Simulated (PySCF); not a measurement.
C2Cl4.
SMILES: `C(Cl)(=C(Cl)Cl)Cl`

The calculation used EOM-IP-CCSD/aug-cc-pVDZ in PySCF, restricted Hartree–Fock reference, 22 core orbitals frozen, non-relativistic, gas phase, PBE0-D3(BJ)/def2-SVP geometry.

The vertical ionisation energies are 9.37, 11.25, 12.12, 12.35, 12.51, 12.58, 12.83, 13.44 eV.

Question: Which Hartree–Fock orbital leads each hole, and what is its Koopmans value −ε?

Answer: 
```csv
leading hole (HF orbital),Koopmans (eV),EOM-IP-CCSD (eV),change (eV),one-hole share
HOMO,9.92,9.37,-0.55,0.96
HOMO-1,12.33,11.25,-1.08,0.95
HOMO-2,13.23,12.12,-1.11,0.95
HOMO-3,13.47,12.35,-1.12,0.95
HOMO-4,13.65,12.51,-1.14,0.95
HOMO-5,13.74,12.58,-1.16,0.95
HOMO-6,13.99,12.83,-1.16,0.95
HOMO-7,14.61,13.44,-1.17,0.94
```

Question: Does the order of the lines follow the orbital energies?

Answer: Yes, no two lines change places. The corrections run from -1.17 to -0.55 eV, with a mean of -1.06 eV over the 8 lines; no line lies above its Koopmans value.

Question: At what kinetic energies would He I light (21.22 eV) eject these electrons?

Answer: 11.85 eV (HOMO), 9.97 eV (HOMO-1), 9.10 eV (HOMO-2), 8.87 eV (HOMO-3), 8.71 eV (HOMO-4), 8.64 eV (HOMO-5), 8.39 eV (HOMO-6), 7.78 eV (HOMO-7).

Question: What total energy has the lowest final state, and which wavelength reaches it?

Answer: E(CCSD) + ionisation energy = -1914.61146 + 0.34429 = -1914.26717 Eh, at the geometry of the initial state. The threshold wavelength is 1239.84 eV nm/9.37 eV = 132.3 nm.

Lines less than 0.15 eV apart could change places at a higher level. One root was sought for each valence orbital with −ε under 21 eV, eight at most, so deeper holes and satellites are missing; no vibrational structure.
